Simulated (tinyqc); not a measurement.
Worked calculation (part 2 of 2): G0W0 on RHF in the sto-3g basis, for H2O, spin multiplicity 1. Computed by tinyqc, a small Python program that keeps every step (integrals from PySCF). Command: `OMP_NUM_THREADS=1 python tinyqc.py 21368 21369 out.jsonl` (the two numbers bound the seeds that draw the settings). One thread of a shared host (Intel(R) Xeon(R) Processor @ 2.60GHz), about 0.08 s of CPU time with the checks.

Geometry (angstrom):
```
atom         x          y         z
O     0.000000   0.000000  0.000000
H     0.000000   0.884000  0.792000
H     0.000000  -0.871000  0.780000
```

## Screening: direct RPA

orbital energies (hartree): MO1 -20.282434, MO2 -1.192854, MO3 -0.504812, MO4 -0.440966, MO5 -0.393006, MO6 0.431060, MO7 0.501299

Given earlier and not repeated: Two-electron integrals over orbitals (pq|rs).

With D = e_a - e_i and K = (ia|jb): diagonalise D^(1/2) (D + 4K) D^(1/2) = Z w^2 Z^T; X + Y = D^(1/2) Z w^(-1/2), each column of Z with its largest component positive (the first on a tie); E_c = (sum w - tr (D + 2K)) / 2.

D^(1/2) (D + 4K) D^(1/2) (hartree^2):
```
            1>6         1>7        2>6        2>7        3>6        3>7        4>6        4>7
1>6  431.057791   -0.062174   0.289459   0.015368  -0.000213  -0.097533  -0.054887  -0.015777
1>7   -0.062174  433.461107   0.014720   0.440681   0.052501   0.012844  -0.008542  -0.177944
2>6    0.289459    0.014720   3.241778  -0.017312   0.032706   0.314454   0.258245  -0.023097
2>7    0.015368    0.440681  -0.017312   3.341980   0.137560  -0.045270  -0.030851  -0.077790
3>6   -0.000213    0.052501   0.032706   0.137560   1.141106   0.014228   0.054108   0.210554
3>7   -0.097533    0.012844   0.314454  -0.045270   0.014228   1.681041   0.423307  -0.046621
4>6   -0.054887   -0.008542   0.258245  -0.030851   0.054108   0.423307   1.164179   0.010807
4>7   -0.015777   -0.177944  -0.023097  -0.077790   0.210554  -0.046621   0.010807   1.165178
5>6    0.000000    0.000000   0.000000   0.000000   0.000000   0.000000   0.000000   0.000000
5>7    0.000000    0.000000   0.000000   0.000000   0.000000   0.000000   0.000000   0.000000

           5>6        5>7
1>6   0.000000   0.000000
1>7   0.000000   0.000000
2>6   0.000000   0.000000
2>7   0.000000   0.000000
3>6   0.000000   0.000000
3>7   0.000000   0.000000
4>6   0.000000   0.000000
4>7   0.000000   0.000000
5>6   0.787994  -0.003017
5>7  -0.003017   0.887604
```

excitation energies w (hartree): 0.887639  0.942176  0.956538  0.965718  1.170086  1.344560  1.824003  1.839293  20.761898  20.819780

X + Y:
```
            1          2          3          4          5          6          7          8
1>6  0.000000   0.000000   0.000156   0.000080   0.000142   0.001686  -0.001466  -0.001306
1>7  0.000000   0.000000   0.000643   0.001244   0.001008  -0.000208  -0.002656   0.002296
2>6  0.000000   0.000000  -0.032923   0.028604  -0.009390  -0.295246   0.628280   0.653203
2>7  0.000000   0.000000   0.042512   0.074537  -0.022218   0.029295   0.698608  -0.657490
3>6  0.000000   0.000000  -0.388850  -0.606971   0.606685   0.029750   0.040058  -0.019068
3>7  0.000000   0.000000  -0.414698   0.258067  -0.049312   0.734331   0.099120   0.130837
4>6  0.000000   0.000000   0.756577  -0.347226   0.086546   0.363694   0.066758   0.085101
4>7  0.000000   0.000000   0.227227   0.639194   0.651167  -0.029973  -0.021619   0.007933
5>6  0.963084  -0.028289   0.000000   0.000000   0.000000   0.000000   0.000000   0.000000
5>7  0.030361   0.973819   0.000000   0.000000   0.000000   0.000000   0.000000   0.000000

             9         10
1>6   0.998500  -0.025762
1>7   0.025842   0.998800
2>6   0.000189   0.000005
2>7   0.000018   0.000292
3>6   0.000001   0.000026
3>7  -0.000050   0.000008
4>6  -0.000026  -0.000003
4>7  -0.000010  -0.000087
5>6   0.000000   0.000000
5>7   0.000000   0.000000
```

RPA correlation energy = -0.07805436 hartree

## G0W0 on Hartree-Fock: HOMO

W(p,q,m) = sqrt2 sum_ia (pq|ia) (X+Y)_ia,m; Sigma_c(x) = sum_(i,m) W^2/(x - e_i + w_m) + sum_(a,m) W^2/(x - e_a - w_m); solve x = e_p + Sigma_c(x) by Newton steps; Z = 1/(1 - dSigma/dx); 1 hartree = 27.211386 eV.

The 12 largest terms at x = e_p (hartree; W for the signs of X + Y given):
```
q  m          W       term
5  6   0.246385   0.045149
5  8   0.190750   0.019782
5  7   0.147558   0.011937
2  1   0.062683   0.002328
5  3   0.039334   0.001617
6  1   0.044963  -0.001181
3  2   0.032573   0.001007
7  2   0.033846  -0.000624
5  4  -0.021216   0.000466
4  1   0.011981   0.000153
5  5   0.010975   0.000103
2  2  -0.008556   0.000042
```

Newton steps (hartree):
```
step          x  Sigma_c(x)         Z
0     -0.393006    0.080807  0.946332
1     -0.316536    0.076681  0.951163
2     -0.316335    0.076671  0.951175
3     -0.316335    0.076671  0.951175
```

quasiparticle energy of the HOMO = -8.607920 eV

Hartree-Fock value = -10.694241 eV

## G0W0 on Hartree-Fock: LUMO

As before.

The 12 largest terms at x = e_p (hartree; W for the signs of X + Y given):
```
q  m          W       term
4  6   0.154447   0.010762
7  5  -0.108793  -0.009543
6  8   0.109790  -0.006554
3  5   0.113049   0.006068
6  7   0.084335  -0.003899
2  8   0.106077   0.003249
4  8   0.090488   0.003020
2  7   0.094368   0.002583
4  7   0.069467   0.001790
6  6   0.045531  -0.001542
4  3   0.047403   0.001229
5  1   0.044963   0.001181
```

Newton steps (hartree):
```
step         x  Sigma_c(x)         Z
0     0.431060    0.009366  0.971408
1     0.440158    0.009098  0.971308
2     0.440158    0.009098  0.971308
```

quasiparticle energy of the LUMO = 11.977304 eV

Hartree-Fock value = 11.729736 eV
